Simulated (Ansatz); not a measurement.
## Ge–CH$_{2}$⁺, doublet in cc-pVTZ: errors against UCCSDT(Q)

Geometry: that of the Ge–CH2, singlet, kept fixed.

```xyz
4

Ge    0.0000    0.0000    0.3030
C     0.0000    0.0000   -1.4834
H     0.0000   -0.9122   -2.0790
H     0.0000    0.9122   -2.0790
```

Basis cc-pVTZ; Ansatz 0.2.0. Only valence electrons are correlated (noble-gas cores and the filled d shells of p-block atoms frozen), which leaves 9 electrons in 86 orbitals. R marks a restricted (for open shells ROHF) determinant, U an unrestricted one. Active spaces: valence = (9e, 10o) chosen from the atoms' valence shells. No spin–orbit coupling is included, and no scalar relativity.

Full CI isn't at hand for all of this; UCCSDT(Q) serves as the reference, and is uncertain by about the last step of the cluster series. The frozen core follows each run's orbitals, which can shift R against U totals by a few meV for light atoms and by up to 0.1 eV past Ca.

```
UHF ⟨S²⟩                          : 0.758
T1 diagnostic (RCCSD)             : 0.0151
largest doubles amplitude (RCCSD) : 0.077
T1 diagnostic (UCCSD)             : 0.0129
```

| level | E − E(UCCSDT(Q)) (kJ/mol) | share of correlation (%) | wall time |
| --- | --- | --- | --- |
| UHF | 629.9 | 1.34 | – |
| UMP2 | 99.7 | 84.38 | – |
| UCCSD | 24.2 | 96.22 | – |
| UCCSD(T) | 3.2 | 99.50 | 27 s (H100) |
| UCCSDT | 0.9 | 99.86 | – |

The correlation energy at UCCSDT(Q), counted from RHF, is -6.617 eV. That run took 24 s on 2 threads of AMD EPYC 7R13 with a shared H100 80 GB, shared host.

Run but not shown, since their state or frozen core can't be matched to the reference's or they repeat it: RHF, RMP2, RCCSD, RCCSD(T), BCCD(T), RCCSDT, RCCSDT(Q), CASSCF (valence space), NEVPT2 (valence space), MRCISD (valence space), MRCISD+Q (valence space).

Times hold each run's SCF and search for its determinant on a shared host, so for small cases they say little of a method's own cost.

Natural occupations of CASSCF (valence space) about the gap: 1.982 1.978 1.977 1.921 0.994 0.054 0.030 0.023 0.020 0.020; effectively unpaired electrons, Σ n²(2−n)², 1.05.
